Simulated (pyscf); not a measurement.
HO–Bi(OH)–OH + HF → HO–Bi(OH)–F + H₂O, a four-centre exchange (singlet surface; Bi–O, F–H broken, Bi–F, H–O formed). PySCF, gas phase, ωB97X-D3(BJ)/def2-SVP geometries. Energies in kJ/mol from the separated reactants.

Small-basis levels: PySCF, no dispersion term, spherical d functions. AM1 to PM7: differences of heats of formation from MOPAC, which are fitted to 298 K values and so differ in kind from electronic energies by zero-point and thermal terms. Cost: rough CPU time at the saddle relative to B3LYP/6-31G*+LANL2DZ, from one job on a shared machine.

```csv
level,barrier,reaction energy,cost
HF/6-31G*+LANL2DZ,-11.9,-57.1,0.1
MP2/6-31G*+LANL2DZ,-54.4,-51.5,0.2
SVWN5/6-31G*+LANL2DZ,-135.0,-47.8,1
BP86/6-31G*+LANL2DZ,-79.4,-52.7,2
PBE/6-31G*+LANL2DZ,-88.8,-53.4,2
B3LYP/LANL2DZ,-75.1,-52.7,0.8
B3LYP/def2-SVP,-74.4,-48.8,1
AM1,146.5,+65.0,under 0.02
PM6,25.5,+38.3,under 0.02
ωB97M-D3(BJ)/def2-TZVP,-36.3,-43.2,–
```

Against the last row the barrier runs from -98.7 (SVWN5/6-31G*+LANL2DZ) to +182.8 kJ/mol (AM1). ωB97M-D3(BJ)/def2-TZVP has limits of its own. On the reactant side the descent ends in a bound adduct, 58.4 kJ/mol under the separated species and 18.4 kJ/mol under the saddle at ωB97X-D3(BJ)/def2-TZVP. On the product side the descent ends in a bound adduct, 56.3 kJ/mol under the separated species and 57.4 kJ/mol under the saddle at ωB97X-D3(BJ)/def2-TZVP. At ωB97M-D3(BJ) the saddle lies under the separated reactants, which points to a path from their complex (located at ωB97X-D3(BJ) alone). This is the saddle that the search found; another between the same sides may lie lower. In the def2 sets elements past Kr carry core potentials, without spin-orbit coupling.
